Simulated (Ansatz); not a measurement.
Geometry optimisation, UKS PBE0-D4/def2-SVP (Ansatz).

Input:

```yaml
crystal:
  periodic: [false, false, false]
  atoms:
    - { symbol: "N", position_ang: [-0.88148, 0.95308, -0.24534] }
    - { symbol: C, position_ang: [0.30059, 0.47854, 0.08871] }
    - { symbol: C, position_ang: [0.52843, -0.8444, 0.1453] }
    - { symbol: O, position_ang: [0.54036, -2.00897, 0.1423] }
    - { symbol: H, position_ang: [-1.57193, 0.23313, -0.44789] }
    - { symbol: H, position_ang: [1.08403, 1.18863, 0.31693] }
magnetization:
  spin_polarized: true
  initial_magnetization: 1
basis:
  gaussian: { orbitals: def2-SVP }
hamiltonian:
  xc: pbe0
  dispersion: d4
relax:
  f_tol: 0.015
  max_steps: 40
```

Command:

```bash
$ ansatz run input.yaml --threads 1 --pin off --max-ram 2048MiB --backend cpu --events-out ev --progress --plain --runs-dir out
```

Task: Where does it end, and by what steps?

Result: The forces met the threshold. After 7 steps the energy has fallen by 0.068 eV; O4 moved furthest, 0.15 Å.

```json
{"step": "0", "energy less start (eV)": "0.0000", "largest force component (eV/Å)": "1.278", "accepted": "yes"}
{"step": "1", "energy less start (eV)": "-0.0373", "largest force component (eV/Å)": "0.423", "accepted": "yes"}
{"step": "2", "energy less start (eV)": "-0.0551", "largest force component (eV/Å)": "0.227", "accepted": "yes"}
{"step": "3", "energy less start (eV)": "-0.0625", "largest force component (eV/Å)": "0.229", "accepted": "yes"}
{"step": "4", "energy less start (eV)": "-0.0592", "largest force component (eV/Å)": "0.413", "accepted": "no"}
{"step": "5", "energy less start (eV)": "-0.0671", "largest force component (eV/Å)": "0.126", "accepted": "yes"}
{"step": "6", "energy less start (eV)": "-0.0682", "largest force component (eV/Å)": "0.061", "accepted": "yes"}
{"step": "7", "energy less start (eV)": "-0.0682", "largest force component (eV/Å)": "0.010", "accepted": "yes"}
```

```xyz
6
Properties=species:S:1:pos:R:3
N -0.918 1.026 -0.256
C 0.247 0.463 0.073
C 0.499 -0.873 0.137
O 0.680 -2.019 0.182
H -1.616 0.303 -0.459
H 1.107 1.101 0.323
```

Whether the end is a true minimum wasn't checked by a vibrational analysis.

Time of the run: 17 s on 1 thread of Intel(R) Xeon(R) Platinum 8488C (Sapphire Rapids), on a shared host, peak memory 0.17 GiB.
